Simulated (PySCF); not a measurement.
Question: What does the GFN2-xTB structure of `C#C[C@@H]1C[C@H]1[NH3+]` look like in three dimensions? (Charge +1.)

Answer: 
```xyz
14
C5H8N angstrom
C      2.4142    0.4927    1.8118
C      1.6657    0.2912    0.8998
C      0.7614    0.0664   -0.1880
C     -0.2496    1.1236   -0.5558
C     -0.7001   -0.1296    0.1233
N     -1.4623   -1.1220   -0.6752
H      3.0835    0.6661    2.6018
H      1.1910   -0.5199   -0.9928
H     -0.4824    1.2647   -1.6002
H     -0.2632    2.0375    0.0171
H     -1.0261   -0.0902    1.1535
H     -1.1185   -1.1227   -1.6460
H     -1.3487   -2.0688   -0.2860
H     -2.4657   -0.8895   -0.6856
```

Orientation and origin are arbitrary. Atoms count from 1 in this order. N6 (ammonium nitrogen) is tetrahedral (angles from 108.4° to 110.8°). The C–C distances run from 1.197 Å (C1≡C2, drawn triple) to 1.508 Å (C3–C4, drawn single), a spread of 0.311 Å. The 3-membered ring C3–C4–C5 has internal angles of 59.4° to 60.3°. Of the pairs four or more bonds apart, H9···H12 is among the closest relative to their van der Waals radii: 2.47 Å, 103 % of the sum of Bondi's values.

Bonds between heavy atoms (Å): C1≡C2 1.197, C2–C3 1.432, C3–C4 1.508, C4–C5 1.495, C5–N6 1.484, C3–C5 1.507.

The geometry is computed with GFN2-xTB (gas phase).

Point group: C1 (no symmetry element, even within 0.4 Å). Not checked by GFN2-xTB frequencies.
